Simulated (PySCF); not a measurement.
Species: dichlorosilane, Cl₂H₂Si.
SMILES with atom numbers: `[Cl:1][SiH2:2][Cl:3]` (hydrogens: H4, H5 on Si2)

Level: wB97X-D/pcSseg-2 in PySCF, non-relativistic, on one gas-phase PBE0-D3(BJ)/def2-TZVP geometry that isn't relaxed in the solvent. The solvent is an IEF-PCM continuum (van der Waals radii × 1.2). The model holds no explicit solvent molecules, cavitation or dispersion.

Gas phase at wB97X-D/pcSseg-2: HOMO -11.07 eV, LUMO 1.70 eV, dipole 1.42 D.

**Question.** What does the continuum do to the energy, the frontier levels and the dipole at wB97X-D/pcSseg-2 in chloroform?

**Answer.** 
| solvent | ε | E(solvent) − E(gas) (kJ/mol) | polarisation term (kJ/mol) | distortion of the solute (kJ/mol) | HOMO (eV) | LUMO (eV) | dipole (D) |
| --- | --- | --- | --- | --- | --- | --- | --- |
| chloroform | 4.711 | -3.97 | -4.48 | 0.51 | -10.95 | 1.83 | 1.72 |

Polarisation term: ½ Σ q·V over the induced surface charges. Distortion: the rise of the solute's own energy as its density leaves the gas-phase optimum.

**Question.** Which radius a makes the point-dipole formula ΔE = −[(ε − 1)/(2ε + 1)]·μ²/a³ give the value in chloroform, with the gas-phase dipole?

**Answer.** μ = 0.559 au and |ΔE| = 0.00151 Eh give a = 2.22 Å; the farthest nucleus lies 1.96 Å from the centroid of the nuclei. The formula assumes a rigid point dipole at the centre of a sphere.

Time: 12 s; peak memory 0.73 GiB. Hardware: one thread of an Intel Xeon Platinum 8259CL at 2.50 GHz, shared host with 96 logical CPUs at a one-minute load of 46. This is the whole shielding run at wB97X-D/pcSseg-2 in chloroform, SCF included.

wB97X-D is run here without its empirical dispersion term; that term would change no orbital, density or response property at a fixed geometry.
